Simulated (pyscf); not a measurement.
`[OH][SiH2][OH]` + `[AlH3]` → `[AlH2][O][SiH3]` + `[OH2]` (multi-bond step; singlet surface; O–Si, H–O, Al–H broken, H–Si, Al–O, H–O formed). PySCF, gas phase, ωB97X-D3(BJ)/def2-SVP geometries. MP2 and CC: frozen core, UHF for open shells. ΔMP2 is the change of the MP2 total energy from the triple- to the quadruple-zeta basis. Energies in kcal/mol from the separated reactants.

| level | barrier | reaction energy |
|---|---|---|
| PBE/def2-TZVP | -1.6 | -11.5 |
| r²SCAN/def2-TZVP | -1.9 | -12.3 |
| M06-2X/def2-TZVP | 0.8 | -13.0 |
| ωB97M-D3(BJ)/def2-TZVP | 3.2 | -11.8 |
| HF/def2-TZVP | (withheld) | -12.5 |
| CCSD/def2-TZVPP | 6.8 | -13.3 |
| CCSD(T)/def2-TZVPP + ΔMP2(QZVPP) | (withheld) | (withheld) |

Task: Complete the blanks.

Result: 
- HF/def2-TZVP, barrier: 23.6
- CCSD(T)/def2-TZVPP + ΔMP2(QZVPP), barrier: 3.6
- CCSD(T)/def2-TZVPP + ΔMP2(QZVPP), reaction energy: -13.5

Of the functionals in the table, ωB97M-D3(BJ) is closest to CCSD(T)/def2-TZVPP + ΔMP2(QZVPP) in the barrier (0.4 kcal/mol apart) and r²SCAN least close (5.5 kcal/mol); that level has limits of its own. On the reactant side the descent ends in an adduct with a Al–O contact, 23.3 kcal/mol under the separated species and 22.7 kcal/mol under the saddle at ωB97X-D3(BJ)/def2-TZVP. On the product side the descent ends in an adduct with a Al–Si, Al–H contact, 1.5 kcal/mol under the separated species and 13.7 kcal/mol under the saddle at ωB97X-D3(BJ)/def2-TZVP. At PBE, r²SCAN the saddle lies under the separated reactants, which points to a path from their complex (located at ωB97X-D3(BJ) alone). What is counted as formed (Al–O) is already present as a longer contact in the reactant adduct; forming that adduct is a step of its own. What is counted as broken (Al–H) persists as a longer contact in the product adduct; parting that adduct is a step of its own. At ωB97X-D3(BJ) the barrier from the zero used here is -0.6 kcal/mol. This is the saddle that the search found; another between the same sides may lie lower. The CCSD(T) − MP2 part came from Ansatz, without density fitting, on the same reference.
